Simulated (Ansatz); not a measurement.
A calculation with Ansatz (development build ahead of 0.2.0).

```yaml
crystal:
  periodic: [false, false, false]
  atoms:
    - { symbol: C, position_ang: [3.0e-05, 0.00071, -0.64532] }
    - { symbol: O, position_ang: [-0.00012, 2.0e-05, 0.48446] }
basis:
  gaussian: { orbitals: cc-pVTZ }
hamiltonian:
  xc: hf
```

The input is written out in the form of the current development build from the run's settings.

Output:

| Property | Result |
| --- | --- |
| Converged | yes |
| Total energy | -112.78016 hartree |
| Spin squared of the determinant | 0.000 |
